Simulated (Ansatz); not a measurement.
# Gd (Gd, hcp): the cost of one run

Computed with Ansatz 0.2.0 (DFT LDA, plane waves with PAW, scalar-relativistic, unless a step says otherwise).

### Step 1. The structure to begin with

The structure is hexagonal, space group P6_3/mmc (No. 194). Conventional cell: a = 3.484 Å, b = 3.484 Å, c = 5.587 Å, α = 90.00°, β = 90.00°, γ = 120.00°. Gd (site symmetry -6m2) has 12 Gd at 3.44 to 3.48 Å as nearest neighbours.

As a file:

```
Gd
1.0
     3.48415    0.00000    0.00000
    -1.74208    3.01737    0.00000
     0.00000    0.00000    5.58672
Gd
2
Direct
  0.33333 0.66667 0.25000
  0.66667 0.33333 0.75000
```

Starting moments (μB): +7.21 ×2.

### Step 2. Run at 0.01 eV

The run at 0.01 eV.

Input file input.yaml:

```yaml
crystal:
  lattice:
    - [3.484153664, 0.0, 0.0]
    - [-1.742076832, 3.0173655837, 0.0]
    - [0.0, 0.0, 5.5867162136]
  atoms:
    - { symbol: Gd, position: [0.3333333333, 0.6666666667, 0.25], spin: 7.214 }
    - { symbol: Gd, position: [0.6666666667, 0.3333333333, 0.75], spin: 7.214 }
hamiltonian:
  xc: lda
  pseudopotentials:
    kind: paw
    azcp:
      Gd: "pseudopotentials/Gd.paw.azcp"
basis:
  ecutwfc: 420
  fft_grid_basis: typed
kpoints:
  mp_grid: { grid: [10, 10, 6], shift: [0, 0, 0] }
magnetization:
  spin_polarized: true
scf:
  occupations: { method: methfessel_paxton, width: 0.01 }
  lower_state_search: "off"
output:
  stress: true
```

Command:

```bash
$ ansatz run input.yaml --threads 2 --pin off --max-ram 5120MiB --backend cpu --events-out ev --progress --plain --runs-dir out
```

Q: Estimate wall time and peak memory on 2 threads of Arm Neoverse V1, shared host.

About 9.9 s, with a peak of 0.4 GiB.
